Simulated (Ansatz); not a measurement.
# CH2OS: a ladder of functionals and wavefunction methods

How much do the methods differ for CH2OS? The plan is to run it at one geometry with functionals of several rungs and with coupled cluster. The yardstick is the atomisation energy at the CCSD(T) limit.

Computed with Ansatz 0.2.0, Gaussian basis. Level: functionals in def2-TZVPP, the program's frozen cores in correlated methods.

Plan: LDA (SPW92), PBE-D4, revPBE-D4, BLYP-D4, r2SCAN-D4, B97M-V, PBE0-D4, B3LYP-D4, r2SCANh-D4, r2SCAN0-D4, HSE06-D4, BHLYP-D4, CAM-B3LYP-D4, LC-ωPBE, ωB97X-V, ωB97M-V, B2PLYP, PBE-QIDH; CCSD(T)/def2-SVP; CCSD(T)/def2-TZVPP; CCSD(T)/def2-QZVPP; extrapolation to the limit; RPA on PBE.

**1. The geometry**

All runs share one geometry, relaxed beforehand with PBE0-D4 in a triple-zeta def2 set.

SMILES `OC=S`, 5 atoms, charge 0, spin multiplicity 1.

Atoms are counted from 1 here; the program's logs count them from 0.

Bond lengths: O1–C2 1.332 Å, O1–H4 0.965 Å, C2–S3 1.605 Å, C2–H5 1.094 Å. Angles: C2–O1–H4 110.0°, O1–C2–S3 123.8°, O1–C2–H5 113.9°, S3–C2–H5 122.3°.

**2. LDA**

This LDA is Slater exchange with PW92 correlation.

Input file in.yaml:

```yaml
crystal:
  periodic: [false, false, false]
  atoms:
    - {symbol: O, position_ang: [-0.958142, -0.274054, 0.089890]}
    - {symbol: C, position_ang: [0.348212, -0.015020, 0.084096]}
    - {symbol: S, position_ang: [1.379182, -0.593167, 1.170248]}
    - {symbol: H, position_ang: [-1.386808, 0.173111, -0.649921]}
    - {symbol: H, position_ang: [0.667456, 0.635529, -0.735813]}
basis:
  gaussian: {orbitals: def2-TZVPP}
hamiltonian: {xc: lda}
output: {orbitals: {seedname: orbitals}}
```

The run is started by

```console
ansatz run in.yaml --threads 2 --pin off --events-out ev --progress --plain --max-ram 4352MiB
```

The runs that follow: PBE-D4 (GGA); revPBE-D4 (GGA); BLYP-D4 (GGA); r2SCAN-D4 (meta-GGA); B97M-V (meta-GGA); B3LYP-D4 (hybrid); r2SCANh-D4 (hybrid); r2SCAN0-D4 (hybrid); HSE06-D4 (hybrid); BHLYP-D4 (hybrid); CAM-B3LYP-D4 (range-separated); LC-ωPBE (range-separated); ωB97X-V (range-separated); ωB97M-V (range-separated); B2PLYP (double hybrid); PBE-QIDH (double hybrid); CCSD(T) in def2-SVP; CCSD(T) in def2-TZVPP; CCSD(T) in def2-QZVPP; RPA on PBE orbitals.

**Question.** What will the summary of the whole plan be? Wanted: atomisation energy, CCSD(T)/CBS; farthest beyond LDA; mean size of error, GGA; mean size of error, meta-GGA; mean size of error, hybrid; mean size of error, range-separated; mean size of error, double hybrid; gap, smallest and largest; T1 diagnostic.

The runs gave:

| quantity | value |
| --- | --- |
| atomisation energy, CCSD(T)/CBS | 18.982 eV |
| functionals within 0.095 eV (0.5 %) | B3LYP-D4, r2SCANh-D4, CAM-B3LYP-D4, ωB97X-V |
| farthest beyond LDA | BHLYP-D4 (-1.090 eV) |
| mean size of error, GGA | 0.482 eV |
| mean size of error, meta-GGA | 0.177 eV |
| mean size of error, hybrid | 0.312 eV |
| mean size of error, range-separated | 0.099 eV |
| mean size of error, double hybrid | 0.192 eV |
| gap, smallest and largest | 2.90 eV (LDA (SPW92)), 10.15 eV (LC-ωPBE) |
| T1 diagnostic | 0.0176 |
| triples share of the correlation energy | 4.6 % |

The LDA atomisation energy is off by 3.784 eV (20 %): it overbinds. PBE-D4 misses by +0.909 eV. Double hybrids carry the basis error of their MP2 part in triple zeta, and no dispersion term here, so their miss is partly the set-up's. Taken by rung, range-separated functionals do best (0.099 eV on average) and GGA ones worst beyond LDA (0.482 eV). Misses under about 0.095 eV are within the doubt on the reference itself, which lacks core-valence correlation, relativity and higher excitations. Hartree-Fock recovers 65 % of the binding; the rest is correlation. CCSD(T) in def2-SVP is off by -1.320 eV, worse than the median functional, from the basis alone. Orbital gaps span 2.9 to 10.2 eV; exact exchange widens them.
